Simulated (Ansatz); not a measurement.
A made-up structure of C₂H₃S, doublet:

```
atom    x (Å)    y (Å)    z (Å)
  C1  -0.8136  -0.1656  -0.4800
  C2   0.3087   0.1907  -0.5884
  S3   1.0745   0.2113   0.6791
  H4  -1.6171  -0.5292   0.2506
  H5   0.9099   0.5296  -1.5381
  H6   0.1376  -0.2368   1.6768
```

It is relaxed with PBE-D4/def2-SVP and then PBE0-D4/def2-TZVP (Ansatz 0.2.0). Atoms count as bonded within 1.22 times the sum of their covalent radii (H–H: 0.88 Å). The end point is not checked to be a true minimum.

Problem. Does its bonding change? (Judge from chemistry; the calculation decides.)

Solution. The calculation gives: No: no bond forms or breaks.

Where it ends: The first stage lowers the energy by 3.24 eV in 8 steps. It ends as C₂H₃S ([CH][CH][SH]):
```
6
angstrom
C -0.9845 -0.1939 -0.6203
C 0.2632 0.1726 -0.5621
S 1.3068 0.2502 0.8660
H -1.7842 -0.5403 0.0138
H 0.8036 0.4836 -1.4538
H 0.3952 -0.1723 1.7564
```

Labels in which every atom is bracketed show which atoms are joined, not bond orders.

For scale, one of the runs: PBE0-D4/def2-TZVP relaxation, 117 basis functions, launched by `ansatz run in.yaml --threads 2 --pin off --events-out ev --progress --plain --max-ram 4352MiB`. Hardware: 2 CPU threads of an Arm Neoverse V2, shared host. Wall time about 19 s.
